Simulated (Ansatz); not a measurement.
Conformers and stereoisomers of C2H2F2O (`FC1OC1F`), each relaxed with PBE0-D4/def2-TZVP in Ansatz. CBS adds the triple-zeta coupled-cluster correction to the MP2 limit.

Not all of them had a frequency check.

Conformer A:

Cartesian coordinates in Å:
```
F 0.992 -1.529 -0.028
C 0.569 -0.292 -0.339
O 0.671 0.648 0.687
C -0.609 0.253 0.299
F -1.336 1.197 -0.324
H 0.908 0.019 -1.323
H -1.195 -0.296 1.030
```

Conformer B:

Cartesian coordinates in Å:
```
F -0.565 -0.646 1.534
C 0.123 -0.610 0.384
O -0.648 -0.572 -0.779
C 0.042 0.590 -0.429
F -0.719 1.604 0.009
H 0.960 -1.303 0.398
H 0.807 0.936 -1.118
```

(1) Which is lowest in electronic energy at CCSD(T)/CBS (frozen core, def2 sets), and by how much? (Estimate.)

(2) Give the energies relative to A (kJ/mol) with ωB97X-V/def2-TZVPP, r2SCAN/def2-TZVPP, PBE0/def2-TZVPP, SCS-MP2/def2-TZVPP, CCSD/def2-TZVPP, SCS-MP2/def2-QZVPP, MP2/CBS(def2). (Best estimate.)

Results:

(1) Ansatz gave: A; B lies 7.2 kJ/mol higher.

(2) The calculation gave: 
| level | B |
| --- | --- |
| ωB97X-V/def2-TZVPP | 7.1 |
| r2SCAN/def2-TZVPP | 6.8 |
| PBE0/def2-TZVPP | 7.4 |
| SCS-MP2/def2-TZVPP | 7.7 |
| CCSD/def2-TZVPP | 7.6 |
| SCS-MP2/def2-QZVPP | 7.5 |
| MP2/CBS(def2) | 7.5 |
